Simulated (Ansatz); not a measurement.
## One element changed: bond dissociation energies of H$_{3}$Si–F, H3Ge–F

Ansatz 0.2.0, basis cc-pVDZ; geometries are PBE0/def2-TZVP minima. Wave-function levels freeze the cores with the filled d shells of p-block atoms; HF, MP2 and coupled cluster are restricted for singlets and unrestricted otherwise, atoms included, restricted open-shell where a d shell is frozen. The reference is CCSDT(Q) (coupled cluster only where its series has nearly closed). An error is the level's value less the reference. None of these values is a measured one. Energies are electronic, without zero-point terms. No spin–orbit coupling and no scalar relativity. The set is small: it underbinds, by tens of kJ/mol for each bond, so near ties and functionals' places can change in larger sets. The species are chosen: bound, without strong static correlation by their natural occupations or amplitudes, in their lowest spin state as far as vertical gaps and like structures tell, and with a ladder that closes on the reference, so errors are smaller than for species at large; levels whose determinant breaks symmetry or spin markedly are left out.

```
        species                                      bonds (Å)                                 quantity  symmetry of the states  reference  value (kJ/mol)  error CCSD  error CCSD(T)  error CCSDT
H3Si–F, singlet  F–Si 1.600, Si–H 1.482, angles at Si 108/111°  Si–F bond energy, to SiH3 (doublet) + F                       –   CCSDT(Q)           547.3        -5.0           -0.5         -1.0
H3Ge–F, singlet  F–Ge 1.742, Ge–H 1.533, angles at Ge 106/112°  Ge–F bond energy, to GeH3 (doublet) + F                       –   CCSDT(Q)           481.9        -6.1           -0.9         -1.2
```

The reference falls from Si to Ge, by 65.4 kJ/mol in all.
